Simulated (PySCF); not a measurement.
BNH$_{6}$, closed shell: at the end structure of a reaction step.

run.py

```python
import json, numpy as np
from pyscf import gto, scf, dft, mp, cc
EV, BOHR = 27.211386245988, 0.529177210903
mol = gto.M(atom="""
B -0.111667 -0.800564 -0.210110
N 0.105330 0.770383 0.202919
H 0.935880 -1.349004 0.057453
H -1.040414 -1.183557 0.468455
H 0.872040 1.180265 -0.320461
H -0.357400 -0.788367 -1.397216
H -0.730204 1.313959 0.012597
H 0.318241 0.858605 1.191244
""", basis="def2-tzvpp", charge=0, spin=0, max_memory=8670, verbose=0)
def mean_field(mol, dm=None):
    mf = dft.RKS(mol, xc="r2scan").density_fit()
    mf.conv_tol = 1e-9; mf.grids.level = 4
    mf.kernel(dm0=dm)
    if not mf.converged: mf = mf.newton().run(mf.mo_coeff, mf.mo_occ)
    assert mf.converged
    return mf
def d4(mol):
    from pyscf.dispersion.dftd4 import DFTD4Dispersion
    real = gto.M(atom=[(mol.atom_pure_symbol(i), mol.atom_coord(i)) for i in range(8)], unit='B', charge=mol.charge, spin=None, basis='def2-svp', verbose=0)
    r = DFTD4Dispersion(real, xc="r2scan", atm=True).get_dispersion(grad=True); return r["energy"], r["gradient"]
def energy_and_gradient(mol, dm=None):
    mf = mean_field(mol, dm); e, g = d4(mol)
    return mf, (mf.e_tot + e) * EV, (mf.nuc_grad_method().kernel()[:8] + g) * EV / BOHR
out = {}
mf = mean_field(mol); e = d4(mol)[0]
out.update(energy=(mf.e_tot + e) * EV, converged=True, dispersion=e * EV)
out['s2'] = mf.spin_square()[0]; out['nelec'] = mol.nelec
print(f"Total energy {out['energy']:.6f} eV, <S^2> {out['s2']:.4f}")
json.dump(out, open("out.json", "w"), default=float)
```

Command:

```bash
OMP_NUM_THREADS=4 python run.py
```

It printed (PySCF 2.14):

```
Total energy -2263.752225 eV, <S^2> 0.0000
```

The run took about 11 s on 4 CPU threads of an Arm Neoverse V1 (shared host).
